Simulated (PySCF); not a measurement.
Predicted microwave data (PBE0-D3(BJ)/def2-SVP geometry optimisation, gas phase (PySCF)) for one isomer of C4H2ClS (doublet):

```
Rotational constants : A = 5316, B = 1950, C = 1426 MHz
Dipole components    : |μa| = 0.39 D, |μb| = 0.89 D, |μc| = 0.00 D
Inertial defect      : 0.00 u·Å²
κ                    : -0.73
```

**Question.** Which structure is it? (One computed conformer of each.)
A. `s1[c]ccc1Cl` [radical]
B. `Clc1c[c]cs1` [radical]

**Answer.** A. It is Clc1cc[c]s1, an asymmetric top, point group Cs. The candidates at the same level (rigid rotor, commonest isotopes):

```csv
SMILES,A (MHz),B (MHz),C (MHz),μa (D),μb (D),μc (D),Δ (u·Å²),point group,rotor
Clc1cc[c]s1,5316,1950,1426,0.39,0.89,0.00,0.00,Cs,asymmetric top
Clc1c[c]cs1,5655,1920,1433,0.59,0.05,0.00,0.00,Cs,asymmetric top
```

`Clc1c[c]cs1` has A 6 % too high. In the right answer the mirror of this Cs structure is the ab plane, so μc vanishes by symmetry. No structure here is proved a minimum.
